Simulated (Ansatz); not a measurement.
H2Si, SMILES `[SiH2]` (lower singlet) (charge 0, multiplicity 1). This singlet lies 0.89 eV below the relaxed triplet at the level composite: frozen-core CCSD(T) with HF/cc-pV5Z and the correlation energy extrapolated as X^-3 from cc-pVQZ and cc-pV5Z, plus full CI minus CCSD(T) in cc-pVDZ // PBE0-D3(BJ)/def2-TZVP (Ansatz, a first-principles code).

The numbers are results of Ansatz with PBE/cc-pVTZ // PBE0-D3(BJ)/def2-TZVP, not measurements.

Ansatz 0.2 input:
```yaml
crystal:
  periodic: [false, false, false]
  atoms:
    - { symbol: Si, position_ang: [-0.003034, 0.711587, -0.000001] }
    - { symbol: H, position_ang: [-1.088452, -0.360441, 0.000004] }
    - { symbol: H, position_ang: [1.091485, -0.351147, -0.000003] }
basis:
  gaussian: { orbitals: cc-pVTZ }
hamiltonian:
  xc: pbe
```

Output:

```
Functional definition: PBE
395 factors; their error is unknown
mean field evaluation 1: about -7903.1123 eV, gradient 1.3e1 eV
mean field evaluation 2: about -7903.4679 eV, gradient 8.9e0 eV
mean field evaluation 4: about -7903.8598 eV, gradient 4.0e-1 eV
mean field evaluation 8: about -7903.8381 eV, gradient 1.3e-3 eV
mean field -7903.83810609 eV, -290.4606929848 hartree, gradient 1.5e-5 eV, S^2 0.000000; 0 other end points of the search recorded, 0 dependent functions left out
reference -7903.83813215 eV, -290.4606939425 hartree; 8, 8 occupied and 54, 54 virtual orbitals, 395 factors
Total energy: -7903.83813215 eV, -290.4606939425 hartree
```
